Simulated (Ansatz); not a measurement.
# What a trial cell of Ru2C relaxes into

These are results of Ansatz, DFT PBE, scalar-relativistic, plane waves, PAW, not measurements. Cutoff 420 eV, Γ-centred k mesh, Gaussian smearing, no spin polarisation in the final step.

The start puts Ru2C on the CaCl2 structure type (Pnnm, No. 58), with C in place of Ca, Ru in place of Cl, at a guessed volume.

```yaml
crystal:
  lattice:
    - [4.66844, 0.00000, 0.00000]
    - [0.00000, 4.81058, 0.00000]
    - [0.00000, 0.00000, 3.14222]
  atoms:
    - { symbol: Ru, position: [0.22500, 0.82500, 0.50000] }
    - { symbol: Ru, position: [0.72500, 0.67500, 0.00000] }
    - { symbol: Ru, position: [0.77500, 0.17500, 0.50000] }
    - { symbol: Ru, position: [0.27500, 0.32500, 0.00000] }
    - { symbol: C, position: [0.50000, 0.50000, 0.50000] }
    - { symbol: C, position: [0.00000, 0.00000, 0.00000] }
```

Steps on the 8×8×12 mesh (6 atoms). 9 of 12 steps are shown, and the free energy counts from the last. Trial steps that were taken back and renewals of the plane-wave basis can be among the rows.

```csv
step,ΔF (meV/atom),V (Å³/atom),P (GPa),largest force component (eV/Å)
1,54.5,11.76,0.42,0.327
2,33.7,11.69,0.12,0.329
3,27.0,11.48,1.59,0.788
4,8.1,11.52,0.32,0.155
5,3.1,11.50,0.86,0.180
6,1.6,11.53,-0.29,0.127
7,0.5,11.47,0.32,0.013
8,0.1,11.49,0.04,0.006
12,0.0,11.49,0.01,0.000
```

A final relaxation ran on a 8×8×12 mesh. The relaxed crystal, Pnnm (No. 58):

Space group Pnnm (No. 58). a = 4.799 Å, b = 4.942 Å, c = 2.908 Å, α = 90.00°, β = 90.00°, γ = 90.00°
```json
{"atom": "Ru", "site": "4g", "symmetry": "..m", "x": "0.8536", "y": "0.2606", "z": "0.5000"}
{"atom": "C", "site": "2a", "symmetry": "..2/m", "x": "0.5000", "y": "0.5000", "z": "0.5000"}
```

```yaml
Volume_per_atom: 11.49 Å³
Density: 10.31 g/cm³
Energy_over_the_elements: 0.33 eV/atom
Gap_on_the_8×8×12_mesh: 0 eV (a metal)
```

Energies over the elements count from the elements' standard structures at the same level, with no empirical corrections.

The final run used a 8×8×12 mesh on its 6-atom cell and 0.10 eV smearing. For metals, differences of a few meV/atom aren't resolved.

Symmetry constrained the relaxation, so the result can be a saddle point.

Cost: 2 runs of about 7 core-minutes in all, on Intel Xeon Platinum 8488C (Sapphire Rapids) (shared hosts).